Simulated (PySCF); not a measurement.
# Stretching MgCl

Set-up: PySCF, no relativity, basis sets Mg 6-311G(d,p), Cl 6-311G(d,p). Energies in eV from Mg + Cl in their ground configurations at the same level. State: ²Σ⁺ (doublet), unpaired electrons σ ↑.

| R (Å) | UHF-MP2 |
| --- | --- |
| 1.920 | -2.422 |
| 2.010 | -2.880 |
| 2.099 | -3.128 |
| 2.166 | -3.213 |
| 2.233 | -3.233 |
| 2.300 | -3.205 |
| 2.389 | -3.110 |
| 2.501 | -2.930 |
| 2.635 | -2.664 |
| 2.814 | -2.271 |

Q: Put a parabola through the three lowest points of the UHF-MP2 curve and estimate Re, k and ωe (reduced mass 14.23 u; 1 eV/Å² = 0.16022 mdyn/Å; ωe = 1302.8·√(k/μ) cm⁻¹).

A: Through R = 2.166, 2.233, 2.3 Å the second-order coefficient is 5.35 eV/Å², so Re ≈ 2.227 Å, k ≈ 1.71 mdyn/Å and ωe ≈ 452 cm⁻¹. A polynomial fit of higher order to the unrounded UHF-MP2 energies gives Re = 2.224 Å, k = 1.81 mdyn/Å, ωe = 465 cm⁻¹; anharmonicity and rounding make the difference.

The higher-order fit for each curve: UHF-MP2: Re = 2.224 Å, ωe = 465 cm⁻¹, De = 3.23 eV.

Correlated steps freeze 6 core orbitals. The state was picked by a PBE0 search and need not be the measured ground state.
